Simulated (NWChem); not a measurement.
# fluoromethane (CH3F); SMILES CF

```xyz
5

C      0.0000     0.0000    -0.6018
F      0.0000     0.0000     0.7616
H      0.7326     0.7326    -0.9796
H      0.2681    -1.0007    -0.9796
H     -1.0007     0.2681    -0.9796
```
Atoms are numbered in this order, from 1.

Results from NWChem. Pople sets run with spherical d functions. The geometry was optimised at PBE0/def2-SVP. B3LYP is NWChem's, with the RPA form of VWN correlation. GIAO values for the isolated, static molecule; σ is the absolute isotropic shielding, δ = σ(reference) − σ with the isolated reference molecule computed at the same levels (13C: tetramethylsilane, 19F: trichlorofluoromethane, 1H: tetramethylsilane).

For level B3LYP/6-31G*:

```
Item        Result
----------  ------
δ C1 (ppm)    66.5
δ F2 (ppm)  -265.5
```

Problem. Estimate the same quantities for level PBE0/pcSseg-1.

Solution. 
- δ C1 (ppm): 70.9
- δ F2 (ppm): -284.7
